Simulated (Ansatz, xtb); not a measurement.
System: C$_{3}$H$_{7}$, net charge -1, singlet state. It need not be the lowest isomer of its formula. Whether it binds its extra electron was not tested at this geometry. 
Coordinates optimised at B3LYP-D3(BJ)/def2-TZVP (Ansatz, a program for electronic structure):
SMILES: [CH2-]CC
```xyz
10

C      0.0034     0.1089     0.5586
C     -0.0049     1.4036    -0.2244
C      0.0015    -1.2333    -0.2287
H     -0.8672     0.0687     1.2374
H      0.8830     0.0730     1.2259
H      0.0080    -2.1304     0.4239
H      0.8805     1.4447    -0.8872
H     -0.8991     1.4404    -0.8755
H     -0.8833    -1.2879    -0.8728
H      0.8781    -1.2835    -0.8843
```
Charge -1, spin multiplicity 1.

Harmonic wavenumbers from GFN2-xTB (xtb, at its own minimum), cm⁻¹: 218, 326, 345, 756, 836, 900, 944, 961, 1145, 1238, 1308, 1312, 1367, 1511, 1520, 1526, 1557, 2440, 2503, 2783, 2810, 2834, 2961, 2973.

**Question.** Give the harmonic wavenumbers at B3LYP-D3(BJ)/def2-TZVP (Ansatz, finite differences of forces, unscaled).

**Answer.** 261, 306, 374, 726, 739, 813, 930, 972, 1087, 1217, 1292, 1300, 1347, 1426, 1452, 1465, 1483, 2845, 2872, 2884, 2887, 2913, 3004, 3040 cm⁻¹. Zero-point energy 53.8 kcal/mol.

**Question.** From these and the geometry, give the ideal-gas thermochemistry at 298.15 K and 1 atm (rigid rotor, harmonic oscillator).

**Answer.** Point group Cs, rotational symmetry number 1. Rotational constants 31.54, 8.589, 7.721 GHz. S(trans) 37.21, S(rot) 22.56, S(vib) 5.30, S(elec, spin only) 0.00, S 65.1 cal/(mol K). H(298) - H(0) 3.42 kcal/mol; G - E(el) 37.8 kcal/mol.
